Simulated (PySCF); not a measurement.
Species: H₃O₄P.
SMILES: `O=P(O)(O)O`

Torsions of this conformer, `[O:1]=[P:2]([OH:3])([OH:4])[OH:5]`: H–O3–P2–O1 44°, H–O4–P2–O1 23°, H–O5–P2–O1 176°.

The closed-shell ground state was solved at several levels (PySCF, density fitting, gas phase, non-relativistic). Geometry: PBE0-D3(BJ)/def2-SVP, one conformer, isolated molecule.

| level | basis functions | HOMO (eV) | LUMO (eV) | gap (eV) | dipole (D) |
| --- | --- | --- | --- | --- | --- |
| LC-wPBE/pcSseg-2 | 229 | -11.79 | 1.71 | 13.50 | 3.19 |
| PBE0/def2-TZVP | 179 | -8.81 | 0.15 | 8.96 | 3.10 |
| PBE0/6-311+G(2d,p) | 161 | -8.92 | -0.55 | 8.37 | 3.07 |
| PBE0/6-31G | 55 | -9.02 | 0.10 | 9.12 | 3.13 |
| wB97X-D/pcSseg-2 | 229 | -10.84 | 1.53 | 12.37 | 3.16 |
| B97-2/pcSseg-2 | 229 | -8.59 | -0.24 | 8.35 | 3.12 |
| PBE0/STO-3G | 32 | -3.37 | 6.28 | 9.65 | 2.06 |
| CAM-B3LYP/pcSseg-2 | 229 | -10.42 | 0.40 | 10.82 | 3.17 |
| BHandHLYP/pcSseg-2 | 229 | -10.51 | 0.28 | 10.79 | 3.23 |

Question: Estimate the row for PBE0/def2-SVP, a basis of 89 functions; the other rows only guide the guess.

Answer: HOMO -8.48 eV, LUMO 0.81 eV, gap 9.29 eV, dipole 3.03 D.

Question: Over all these levels, which gives the widest orbital gap and which the narrowest?

Answer: LC-wPBE/pcSseg-2 (range-separated hybrid) has the widest, 13.50 eV, and B97-2/pcSseg-2 (global hybrid, 21 % exact exchange) the narrowest, 8.35 eV. The two share the basis. From the narrowest to the widest the HOMO moves by -3.20 eV and the LUMO by +1.95 eV.

Question: How much does the basis alone move the frontier levels among the 5 PBE0 rows (the withheld one included)?

Answer: The HOMO by 5.65 eV and the LUMO by 6.83 eV. By rising basis size (HOMO, LUMO in eV): STO-3G -3.37, 6.28; 6-31G -9.02, 0.10; def2-SVP -8.48, 0.81; 6-311+G(2d,p) -8.92, -0.55; def2-TZVP -8.81, 0.15.

Question: How far do the dipole and the HOMO energy spread over the levels?

Answer: The dipole runs from 2.06 to 3.23 D (mean 3.03 D) and the HOMO from -11.79 to -3.37 eV.
